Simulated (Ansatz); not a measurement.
**FHOSi: basis-set convergence**

An exercise on one series of results from a longer session: the logs are not shown, and one member is left open.

The runs use Ansatz 0.2.0, Gaussian basis; one geometry, several basis sets.

The runs, in order: PBE0-D4/def2-SVP; ωB97M-V/def2-SVP; PBE0-D4/def2-QZVPP; ωB97M-V/def2-QZVPP; CCSD(T)/cc-pV(D+d)Z; CCSD(T)/cc-pV(T+d)Z; CCSD(T)/cc-pV(Q+d)Z; the functionals' def2-TZVPP values are taken from earlier runs.

## The relaxed structure

All runs share one geometry, relaxed beforehand with PBE0-D4 in a triple-zeta def2 set.

4 atoms, charge 0, spin multiplicity 1.

Atoms are counted from 1 here; the program's logs count them from 0.

Bond lengths: O1–Si2 1.637 Å, O1–H4 0.963 Å, Si2–F3 1.620 Å. Angles: Si2–O1–H4 120.3°, O1–Si2–F3 101.6°.

Set-up of the first run:

Input file in.yaml:

```yaml
crystal:
  periodic: [false, false, false]
  atoms:
    - {symbol: O, position_ang: [-0.572578, 0.755949, -0.187703]}
    - {symbol: Si, position_ang: [0.290991, 0.042491, 1.006305]}
    - {symbol: F, position_ang: [0.923996, -1.232256, 0.232598]}
    - {symbol: H, position_ang: [-0.586909, 0.373516, -1.071499]}
basis:
  gaussian: {orbitals: def2-SVP}
hamiltonian: {xc: pbe0, dispersion: d4}
output: {orbitals: {seedname: orbitals}}
```

The run is started by

```bash
$ ansatz run in.yaml --threads 2 --pin off --events-out ev --progress --plain --max-ram 32768MiB --backend cpu
```

Among the steps run: PBE0-D4 in def2-SVP; ωB97M-V in def2-SVP; PBE0-D4 in def2-QZVPP; ωB97M-V in def2-QZVPP.

One table of the session follows, with a row left open; its other results are not shown here.

It belongs to the step «Density functionals: the series». 

```
functional       basis  HOMO (eV)
   PBE0-D4    def2-SVP      -7.60
   PBE0-D4  def2-TZVPP      -7.75
   PBE0-D4  def2-QZVPP      -7.80
   ωB97M-V    def2-SVP          ?
   ωB97M-V  def2-TZVPP      -9.93
   ωB97M-V  def2-QZVPP      -9.99
```

Q: Estimate the row for ωB97M-V, def2-SVP from the others.

The run gave: HOMO (eV): -9.75. In the column «HOMO (eV)» it lies between ωB97M-V, def2-TZVPP (-9.93) and PBE0-D4, def2-QZVPP (-7.80).
